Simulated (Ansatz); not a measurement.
# CHSi+ (quintet): wave-function methods side by side, cc-pVTZ

An exercise on one series of results from a longer session: the logs are not shown, and one member is left open.

Computed with Ansatz 0.2.0, Gaussian basis. Level: cc-pVTZ, core rule «outside noble gas», up to 6 orbitals frozen.

To be run: UHF; CCSD(T) on ROHF; CCSD(T) on UHF; BCCD(T) on ROHF; CCSDT(Q) on ROHF; CCSDT(Q) on UHF; CASSCF and MRCISD+Q, 8 electrons in 9 orbitals; CASSCF and NEVPT2, 8 electrons in 9 orbitals.

5 further runs of the same task are left out: 5 set aside as unsound or not needed.

## What is computed

The geometry is a PBE0/def2-TZVP stationary point (not a proven minimum) of the parent state, kept for this charge and spin.

3 atoms, charge 1, spin multiplicity 5.

Atoms are counted from 1 here; the program's logs count them from 0.

Bond lengths: Si1–C2 1.840 Å, Si1–H3 1.533 Å. Angles: C2–Si1–H3 97.9°.

Set-up of the first run:

Contents of in.yaml:

```yaml
crystal:
  periodic: [false, false, false]
  atoms:
    - {symbol: Si, position_ang: [0.000000, -0.083231, 0.527232]}
    - {symbol: C, position_ang: [0.000000, 0.076222, -1.305753]}
    - {symbol: H, position_ang: [0.000000, 1.410897, 0.868536]}
basis:
  gaussian: {orbitals: cc-pVTZ}
total_charge: 1
magnetization: {spin_polarized: true, initial_magnetization: 4}
hamiltonian: {xc: hf}
output: {orbitals: {seedname: orbitals}}
```

Command:

```
$ ansatz run in.yaml --threads 1 --pin off --events-out ev --progress --plain --max-ram 3968MiB --backend cpu
```

Among the steps run: UHF; CCSD(T) on ROHF; CCSD(T) on UHF; BCCD(T) on ROHF; CCSDT(Q) on ROHF; CCSDT(Q) on UHF; CASSCF and MRCISD+Q, 8 electrons in 9 orbitals; CASSCF and NEVPT2, 8 electrons in 9 orbitals.

One of the session's tables, all rows but one given; the rest of the session is left out.

```
          method  from UCCSDT(Q) (kcal/mol)
            ROHF                    +111.53
             UHF                    +109.08
            RMP2                     +24.61
            UMP2                     +24.47
           RCCSD                      +5.56
           UCCSD                      +5.41
        RCCSD(T)                      +1.26
        UCCSD(T)                      +1.19
         BCCD(T)                      +1.17
          RCCSDT                      +0.28
          UCCSDT                      +0.21
       RCCSDT(Q)                      +0.08
       UCCSDT(Q)                          0
  CASSCF valence                     +77.75
  NEVPT2 valence                     +19.17
  MRCISD valence                      +5.77
MRCISD+Q valence                          ?
```

Q: Estimate the row for MRCISD+Q valence from the others.

**Answer.** from UCCSDT(Q) (kcal/mol): +1.71. In the column «from UCCSDT(Q) (kcal/mol)» it lies between RCCSD(T) (+1.26) and UCCSD (+5.41).

Caveats from the session: Restricted and unrestricted rows rest on different reference determinants; where their highest levels disagree by more than a few hundredths of an eV, they describe different states and don't form one ladder.
